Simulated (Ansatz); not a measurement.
Molecule (SMILES): C[S] (CH3-S), doublet.
Atoms: C1, S2, H3, H4, H5. Bonds: C1-S2, C1-H3, C1-H4, C1-H5.

Basis-set convergence of the optimised C1-H3 bond length at PBE with Ansatz (a program for electronic structure). Cartesian d functions, on some or all atoms, in 6-31G*, 6-31+G*, 6-311G**, 6-311+G**; all else is spherical. Open shells are unrestricted. No added dispersion term, no relativity. Reference: the value in pcseg-3, 1.1037 Å. Deviations are taken from unrounded values.

```csv
basis,functions,optimised C1-H3 bond length (Å)
6-31G*,40,1.1082
6-31+G*,48,1.1089
def2-SVP,47,1.1146
def2-SVPD,71,1.1135
pcseg-1,47,1.1102
aug-pcseg-1,77,1.1106
cc-pV(D+d)Z,52,1.1149
aug-cc-pV(D+d)Z,82,1.1123
6-311G**,63,1.1058
6-311+G**,71,1.1060
def2-TZVP,86,1.1049
def2-TZVPD,110,1.1051
pcseg-2,106,1.1041
aug-pcseg-2,165,1.1040
cc-pV(T+d)Z,111,1.1042
aug-cc-pV(T+d)Z,170,1.1042
def2-TZVPP,115,1.1043
def2-TZVPPD,139,1.1043
```

What the diffuse functions change, pair by pair:
- 6-31G* to 6-31+G*: 8 more functions, deviation 0.0044 to 0.0051 Å
- def2-SVP to def2-SVPD: 24 more functions, deviation 0.0108 to 0.0097 Å
- pcseg-1 to aug-pcseg-1: 30 more functions, deviation 0.0065 to 0.0068 Å
- cc-pV(D+d)Z to aug-cc-pV(D+d)Z: 30 more functions, deviation 0.0112 to 0.0086 Å
- 6-311G** to 6-311+G**: 8 more functions, deviation 0.0020 to 0.0022 Å
- def2-TZVP to def2-TZVPD: 24 more functions, deviation 0.0012 to 0.0014 Å
- pcseg-2 to aug-pcseg-2: 59 more functions, deviation 0.0004 to 0.0002 Å
- cc-pV(T+d)Z to aug-cc-pV(T+d)Z: 59 more functions, deviation 0.0005 to 0.0005 Å
- def2-TZVPP to def2-TZVPPD: 24 more functions, deviation 0.0005 to 0.0006 Å

They bring the value nearer the reference by more than 0.0001 Å in 3 of 9 pairs.
